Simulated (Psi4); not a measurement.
## How methods differ on CO (carbon monoxide)

The species is CO (2 atoms), meant as a singlet with charge 0. As SMILES, `[C-]#[O+]`. Geometry: optimised at PBE0/def2-TZVP.

```xyz
2

C     0.5155   -0.1359    0.2937
O    -0.4044    0.1557   -0.2813
```

Each level gives the dipole moment (D). The values are calculated.

**What was measured.** NIST CCCBDB gives the dipole moment of the gas as 0.11 D.

```
                                 level                    kind  program  value (D)  computed − measured  CPU time
   PBE-D4/def2-TZVPP (density fitting)                     GGA     Psi4       0.25                +0.14      15 s
r2SCAN-D4/def2-TZVPP (density fitting)                meta-GGA     Psi4       0.19                +0.08      28 s
 B3LYP-D4/def2-TZVPP (density fitting)           global hybrid     Psi4       0.11                 0.00      13 s
  wB97M-V/def2-TZVPP (density fitting)  range-separated hybrid     Psi4       0.09                -0.02      25 s
```

Nearest: B3LYP-D4/def2-TZVPP (density fitting) (0.00 D); farthest: PBE-D4/def2-TZVPP (density fitting) (+0.14 D). The measured dipole is a vibrational average, so differences of a few hundredths of a debye mean little. Computed less measured by kind, in D (def2-TZVPP rows): GGA +0.14; meta-GGA +0.08; global hybrid +0.00; range-separated hybrid -0.02. Magnitudes only. CPU times are rough (shared hosts, several kinds of processor): they show what a rung costs within a factor of a few.
